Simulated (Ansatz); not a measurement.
## SiCGe, singlet: vertical spin and charge gaps

Geometry (PBE0/def2-TZVP stationary point for this spin, not checked as a minimum):

| atom | x (Å) | y (Å) | z (Å) |
| --- | --- | --- | --- |
| C | 0.0000 | 0.0000 | 0.0276 |
| Ge | 0.0000 | 0.0000 | -1.7401 |
| Si | 0.0000 | 0.0000 | 1.7125 |

Basis cc-pVDZ; Ansatz 0.2.0. Only valence electrons are correlated (noble-gas cores and the filled d shells of p-block atoms frozen). Prefix R: restricted or restricted open-shell reference; prefix U: unrestricted. Active spaces: valence = (12e, 12o) chosen from the atoms' valence shells. No spin–orbit coupling is included, and no scalar relativity.

Gaps are energies of the second state less the first, at fixed atoms, for a selection of the levels run; each method lands on the state that its own search finds for that charge and spin.

Removing an electron, to the doublet: 8.790 eV at UCCSDT(Q).

| level | gap (eV) | error (meV) |
| --- | --- | --- |
| UHF | 7.332 | -1458 |
| UMP2 | 9.020 | 230 |
| UCCSD | 8.524 | -266 |
| UCCSD(T) | 8.776 | -14 |
| BCCD(T) | 8.780 | -10 |
| UCCSDT | 8.754 | -36 |
| CASSCF (valence space) | 8.212 | -578 |
| NEVPT2 (valence space) | 8.654 | -136 |
| MRCISD (valence space) | 8.710 | -80 |
| MRCISD+Q (valence space) | 8.798 | 8 |

Full CI isn't at hand for all of this; UCCSDT(Q) serves as the reference, and is uncertain by about the last step of the cluster series. The frozen core follows each run's orbitals, which can shift R against U totals by a few meV for light atoms and by up to 0.1 eV past Ca.
